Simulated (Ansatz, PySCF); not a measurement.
SiH₄, SMILES [SiH4].

Geometry: ωB97X-D3(BJ)/def2-TZVPD. The isomer is the one that the SMILES or the coordinates give; other isomers of the formula were not compared.

Two levels are set side by side: PBE/def2-TZVPD (Ansatz, an electronic-structure program) and EOM-CCSD/aug-cc-pVDZ (PySCF). PBE by ΔSCF, the other level by its IP root; same geometry, the bases differ. Differences are taken from unrounded values.

| quantity | EOM-CCSD | PBE | PBE minus EOM-CCSD |
|---|---|---|---|
| vertical ionisation energy (eV) | 12.69 | 12.14 | -0.56 |
